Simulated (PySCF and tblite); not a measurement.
Values are calculated unless marked as measured or tabulated.
C2H4F2, numbered as in [F:1][CH2:2][CH2:3][F:4].

Conformers came from 90 starts (ETKDG and KDG, MMFF94s, GFN2-xTB); geometries are PBE0-D3(BJ)/def2-SVP. Energies: PBE0-D3(BJ)/def2-TZVP, with GFN2-xTB thermal terms (modes under about 100 cm⁻¹ blended into free rotors). Symmetry numbers and mirror images are counted. Conformers within 4 kcal/mol (GFN2-xTB free energy) were kept, 5 at most. GIAO shieldings: PBE0/pcSseg-1. Shifts are against TMS (¹H), TMS (¹³C), CFCl3 (¹⁹F) at the same level. Programs: PySCF with density fitting and tblite.

Predict the averaged NMR shifts at 298.15 K.

¹H: 4.52 (H2/H3, 4H) ppm. ¹³C: 83.9 (C2/C3) ppm. ¹⁹F: -241.5 (F1/F4) ppm.

How do the conformers differ?

Torsions listed: F1–C2–C3–F4. Of a mirror pair one member is shown.
```json
{"conformer": "1", "shape": "71°", "weight %": "92.8"}
{"conformer": "2", "shape": "180°", "weight %": "7.2"}
```

```tsv
signal	1	2	average
H2/H3	4.52	4.51	4.52
C2/C3	84.2	80.5	83.9
F1/F4	-239.7	-264.2	-241.5
```

Which signal moves most, for its nucleus, between 250 and 373.15 K through the change of populations alone?

F1/F4: -241.0 ppm at 250 K, -241.2 ppm at 273.15 K, -241.5 ppm at 298.15 K, -241.8 ppm at 323.15 K, -242.2 ppm at 373.15 K.

Unscaled ¹⁹F shifts at such levels can be off by tens of ppm; differences between conformers or isomers are more reliable. Shifts are unscaled: against experiment ¹³C can be off by 15 ppm or more and ¹H by 0.8 ppm.
